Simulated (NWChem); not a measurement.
# hydrogen cyanide (CHN); SMILES C#N

Computed with NWChem. Structure relaxed at the PBE0/def2-SVP level. Computed dipoles belong to the equilibrium geometry; the measured one is vibrationally averaged.

Measured dipole moment: 2.98 D (NIST CCCBDB, as tabulated in the package chemicals).

```
level            dipole moment (D)  computed − measured
---------------  -----------------  -------------------
PBE/3-21G                     2.66                -0.32
PBE/pcseg-1                   2.90                -0.08
PBE/aug-pcseg-1               2.95                -0.03
PBE/pcseg-2                      …                    …
PBE/def2-TZVPP                2.93                -0.05
PBE/def2-QZVP                    …                    …
```

Task: What belongs in the gaps?

Result: 
- PBE/def2-QZVP, dipole moment (D): 2.95
- PBE/def2-QZVP, computed − measured: -0.03
- PBE/pcseg-2, dipole moment (D): 2.96
- PBE/pcseg-2, computed − measured: -0.02
